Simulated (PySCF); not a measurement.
C2H3NS, SMILES N#CCS, point group C1.

Level: LDA/pcSseg-1 in PySCF (density fitting, grid level 2); geometry and Hessian at that level, cubic constants and property derivatives from steps of ±0.6 along each species' dimensionless normal coordinates, second-order vibrational perturbation theory. The parent has the commonest isotopes.

Equilibrium geometry (Å):

```json
{"atom": "N1", "x": "-1.6644", "y": "1.5397", "z": "-0.4600"}
{"atom": "C2", "x": "-0.9868", "y": "0.6235", "z": "-0.2420"}
{"atom": "C3", "x": "-0.1298", "y": "-0.4942", "z": "0.0480"}
{"atom": "S4", "x": "1.5553", "y": "-0.3271", "z": "-0.6277"}
{"atom": "H5", "x": "-0.5455", "y": "-1.4089", "z": "-0.4170"}
{"atom": "H6", "x": "-0.1062", "y": "-0.6776", "z": "1.1393"}
{"atom": "H7", "x": "1.8908", "y": "0.7641", "z": "0.1212"}
```

An isotope shift is δ(isotopologue) − δ(parent), that is, the negative of the change in the averaged GIAO shielding; n counts bonds from the nearest label (0: the labelled atom itself). These are computed values; those of heavy atoms are rounded to 5 ppb, about the numerical noise. One-bond deuterium shifts of ¹³C at such levels come out too large, by a quarter to a half.

Task: What isotope shifts arise with ²H at 6?

Result: 
```csv
nucleus,n,0 K (ppb),200 K (ppb)
H6,0,-149,-147
C3,1,-230,-230
C2,2,-5,-5
S4,2,-1200,-1215
H5,2,-11,-10
N1,3,35,30
H7,3,-14,-14
```

A mode lies under 250 cm⁻¹, where this perturbation treatment is rough. Internal rotors are held in one well.
